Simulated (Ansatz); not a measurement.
A run of Ansatz (development build ahead of 0.2.0) on singlet C₃H₅(+) at this shape:

```tsv
atom	x (Å)	y (Å)	z (Å)
C	0.0000	0.0000	-0.4928
C	0.0000	1.1898	0.2111
C	0.0000	-1.1898	0.2111
H	0.0000	0.0000	-1.5874
H	0.0000	2.1593	-0.3030
H	0.0000	1.2037	1.3086
H	0.0000	-2.1593	-0.3030
H	0.0000	-1.2037	1.3086
```

Its results:

```yaml
Converged: yes
Reference_energy: -116.23262 hartree
Correlation_energy: -0.45231 hartree
Total_energy: -116.68493 hartree
Spin_squared_of_the_determinant: 0.000
```

Question: Which input gives this output? Name the method, the orbitals and the basis set, and write the input.

Answer: RHF-MP2 in cc-pVTZ. An unrestricted run that stays on the closed shell gives the same numbers.

```yaml
crystal:
  periodic: [false, false, false]
  atoms:
    - { symbol: C, position_ang: [0.0, 0.0, -0.49277] }
    - { symbol: C, position_ang: [0.0, 1.18984, 0.21106] }
    - { symbol: C, position_ang: [0.0, -1.18984, 0.21106] }
    - { symbol: H, position_ang: [0.0, 0.0, -1.58737] }
    - { symbol: H, position_ang: [0.0, 2.1593, -0.30303] }
    - { symbol: H, position_ang: [0.0, 1.20371, 1.30863] }
    - { symbol: H, position_ang: [0.0, -2.1593, -0.30303] }
    - { symbol: H, position_ang: [0.0, -1.20371, 1.30863] }
basis:
  gaussian: { orbitals: cc-pVTZ }
total_charge: 1
hamiltonian:
  xc: hf
correlation:
  method: mp2
  frozen_orbitals: { C: 1, H: 0 }
```
